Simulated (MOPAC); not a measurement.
MOPAC input (AM1):

```
AM1 PRECISE GNORM=0.05 LET XYZ UHF MS=0.5 GEO-OK AUX(PRECISION=9) THREADS=1
C4H5

C     0.01044234 1   -0.73326621 1    0.74046999 1
C    -0.15364340 1    0.65046493 1    0.77255556 1
C     0.15544107 1   -0.77669827 1   -0.64508207 1
C    -0.01056125 1    0.74161569 1   -0.74890149 1
H     0.02128176 1   -1.49441527 1    1.50909674 1
H    -0.31709518 1    1.38230009 1    1.54857521 1
H     0.31959054 1   -1.55752538 1   -1.37162848 1
H     0.86224415 1    1.29066649 1   -1.11134566 1
H    -0.89609388 1    1.08627730 1   -1.28894976 1
```

Question: What heat of formation does the run end on?

Answer: 73.93 kcal/mol.

The determinant is spin-contaminated: <S^2> is 0.97 against 0.75 for a pure state.
